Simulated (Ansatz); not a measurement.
**What a trial cell of Ir₂C₃ relaxes into**

Method: DFT PBE, scalar-relativistic, plane waves, PAW in Ansatz 0.2.0.

Ir₂C₃ was placed on the corundum structure type (R-3c, No. 167), with Ir in place of Al, C in place of O, at a guessed volume.

Input of the last, converged step (default PAW datasets):

```yaml
crystal:
  lattice:
    - [2.5945731608, 1.4979775128, 4.7660921118]
    - [-2.5945731608, 1.4979775128, 4.7660921118]
    - [0.0, -2.9959550256, 4.7660921118]
  atoms:
    - { symbol: Ir, position: [0.3462029584, 0.3462029584, 0.3462029584] }
    - { symbol: Ir, position: [0.1537970416, 0.1537970416, 0.1537970416] }
    - { symbol: Ir, position: [0.6537970416, 0.6537970416, 0.6537970416] }
    - { symbol: Ir, position: [0.8462029584, 0.8462029584, 0.8462029584] }
    - { symbol: C, position: [0.6042306236, 0.8957693764, 0.25] }
    - { symbol: C, position: [0.25, 0.6042306236, 0.8957693764] }
    - { symbol: C, position: [0.8957693764, 0.25, 0.6042306236] }
    - { symbol: C, position: [0.3957693764, 0.1042306236, 0.75] }
    - { symbol: C, position: [0.75, 0.3957693764, 0.1042306236] }
    - { symbol: C, position: [0.1042306236, 0.75, 0.3957693764] }
basis:
  ecutwfc: 420
kpoints:
  mp_grid: { grid: [12, 12, 12] }
hamiltonian:
  xc: pbe
scf:
  occupations: { method: gaussian, width: 0.1 }
output:
  forces: true
  stress: true
  eigenvalues: true
relax:
  adjacent_minimum: "off"
  f_tol: 0.01
  max_steps: 80
  cell: { stress_tol: 0.05 }
```

Launched as:

```bash
ansatz run input.yaml --threads 1 --pin off --max-ram 2560MiB --backend cpu --events-out ev --progress --plain --runs-dir out
```

It took 5.6 min on 1 thread of Arm Neoverse V1 (shared host), peak memory 0.99 GiB.

The program printed at the end:

```
SCF converged after 8 iterations
Free energy (F): -49236.314434 eV
Harris-Foulkes:  -49236.314434 eV  (|F-HF|=1.46e-11)
Internal energy: -49236.302341 eV  (E = F + TS)
E sigma→0 (E₀):  -49236.308387 eV
Entropy (-TS):   -0.012092 eV (-1.209 meV/atom)
Fermi energy:    16.659180 eV
--- Per-component energies (eV) ---
  E_band       = -782.475195
  E_kinetic    = 2991.071776
  E_local      = -6883.054517  (includes V_loc(G=0)·N_el)
  E_nonlocal   = 451.143979
  E_hartree    = 2582.450645
  E_xc         = -1351.932715
  E_vxc        = -1546.817184  (∫ρ·V_xc dr)
  E_paw        = -37483.027913  (= ΣΔE_a)
  E_vpaw       = -959.720810  (= ΣTr[D̂ρ^β])
  E_aug_tail   = 0.000272  (compensation charges beyond the density's cutoff)
  E_ewald      = -9542.953869
  E_smearing   = -0.012092  (= −TS)
  E_closure    =  0.000000  (closes the sum)
  Σ components = -49236.314434   (vs F -49236.314434, Δ=0.00e0)
--- Forces (eV/Å), atoms counted from 1 ---
  atom   1  Ir     0.00000000     0.00000000    -0.00028486
  atom   2  Ir     0.00000000     0.00000000     0.00028486
  atom   3  Ir     0.00000000     0.00000000     0.00028486
  atom   4  Ir     0.00000000     0.00000000    -0.00028486
  atom   5  C     -0.00062888     0.00000000     0.00000000
  atom   6  C      0.00031444    -0.00054462     0.00000000
  atom   7  C      0.00031444     0.00054462     0.00000000
  atom   8  C      0.00062888     0.00000000     0.00000000
  atom   9  C     -0.00031444     0.00054462     0.00000000
  atom  10  C     -0.00031444    -0.00054462     0.00000000
  max |Σ_I F_I| component: 6.01e-17 eV/Å
--- Stress (GPa, compression-positive) ---
        0.004587       0.000000       0.000000
        0.000000       0.004587       0.000000
        0.000000       0.000000      -0.002585
  P = ⅓ Tr σ = 0.0022 GPa (0.022 kbar)
--- Relaxed structure (3 steps of the walk, 3 accepted, 1 SCFs on fresh bases) ---
  F+E_penalty+E_count = -49236.31443371 eV   max|allowed force component| = 6.289e-4 eV/Å   (the final SCF, on the basis selected at the relaxed cell)
  cell:  # Å, volume = 111.2863 Å³
    - [2.595521, 1.498525, 4.768720]
    - [-2.595521, 1.498525, 4.768720]
    - [0.000000, -2.997050, 4.768720]
  atoms:
    - { symbol: Ir, position: [0.346239, 0.346239, 0.346239] }
    - { symbol: Ir, position: [0.153761, 0.153761, 0.153761] }
    - { symbol: Ir, position: [0.653761, 0.653761, 0.653761] }
    - { symbol: Ir, position: [0.846239, 0.846239, 0.846239] }
    - { symbol: C, position: [0.604200, 0.895800, 0.250000] }
    - { symbol: C, position: [0.250000, 0.604200, 0.895800] }
    - { symbol: C, position: [0.895800, 0.250000, 0.604200] }
    - { symbol: C, position: [0.395800, 0.104200, 0.75] }
    - { symbol: C, position: [0.750000, 0.395800, 0.104200] }
    - { symbol: C, position: [0.104200, 0.750000, 0.395800] }
```

Absolute energies hang on the potentials; compare differences alone.

The result has space group R-3c (No. 167). Around Ir lie 3 C at 1.96 Å and 3 C at 2.30 Å; C has 2 Ir at 1.96 Å and 2 Ir at 2.30 Å.

Against the elements it lies at 1.06 eV/atom. The zero of energy is the elements' standard structures at the same level; no fitted shifts are applied.

For metals, differences of a few meV/atom aren't resolved. Spin–orbit coupling is left out.

Symmetry constrained the relaxation, so the result can be a saddle point.